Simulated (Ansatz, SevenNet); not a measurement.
For GaS (P6₃/mmc, No. 194), the machine-learned potential SevenNet-l3i5 (trained on PBE and PBE+U data) gives:

lattice constant a: 3.632 Å
lattice parameter c: 17.144 Å

What does HSE06 (Ansatz, an electronic-structure program, plane waves, PAW) give for the same quantities?


- lattice constant a: 3.599 Å (shrinks by 0.9 %)
- lattice parameter c: 17.318 Å (goes up by 1.0 %)

Changes are worked out from the printed values.

Unless a cell is named, each level is at its own relaxed cell (SevenNet-l3i5 24.48, HSE06 24.28 Å³/atom).

Caveats: the cell comes from a level without a dispersion term, which matters for the spacing of layers, chains or molecules (HSE06). Ansatz's density-functional and Hartree–Fock values are scalar-relativistic unless marked +SOC, with PAW data made under PBE.
